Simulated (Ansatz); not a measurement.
How methods differ on SiH2SF (SMILES F[SiH]S)

SiH2SF has 5 atoms, charge 0, and is taken as a doublet. As SMILES, `F[SiH]S`. The coordinates come from a PBE0-D4/def2-TZVP relaxation. This is one conformer, not always the lowest.

```xyz
5

F    -1.2423   -0.5272    1.1342
Si   -0.6294   -0.1680   -0.3033
S     1.4007    0.4385   -0.1918
H    -0.6218   -1.4165   -1.1155
H     1.1427    1.5995    0.4350
```

Each level gives the energy change with the Si2–H4 bond stretched from 1.489 to 2.979 Å (eV). The values are calculated.

```csv
level,kind,program,value (eV),less FCI/STO-3G,CPU time (all runs)
UHF/STO-3G,Hartree–Fock,Ansatz,3.35,+0.15,0.61 s
UBHLYP/STO-3G,global hybrid,Ansatz,3.65,+0.45,5.1 s
U-wB97M-V/STO-3G,range-separated hybrid,Ansatz,3.60,+0.40,74 s
UCAM-B3LYP/STO-3G,range-separated hybrid,Ansatz,3.64,+0.44,6.7 s
UHSE06/STO-3G,range-separated hybrid,Ansatz,3.57,+0.37,7 s
RPA@PBE/STO-3G,RPA,Ansatz,3.24,+0.04,6.4 s
UMP2/STO-3G,perturbation theory,Ansatz,3.26,+0.06,0.67 s
UCCSD/STO-3G,coupled cluster or CI,Ansatz,3.29,+0.09,1.1 s
FCI/STO-3G,exact in the basis,Ansatz,3.20,0.00,40 s
```

FCI/STO-3G is exact within its basis and frozen core, so for wave-function methods in that basis the difference is their error; functionals converge differently with the basis, so for them it is only a difference. The first shape isn't each level's own minimum. The values span 3.20 to 3.65 eV. Spin contamination of the reference (⟨S²⟩ at least 0.1 too high) touches UHF/STO-3G, UMP2/STO-3G, UCCSD/STO-3G. All rows use very small basis sets, so even the best lies far from the true value. Times are those of the runs behind each value, whatever else they computed, on shared processors of several kinds: orders of magnitude only.
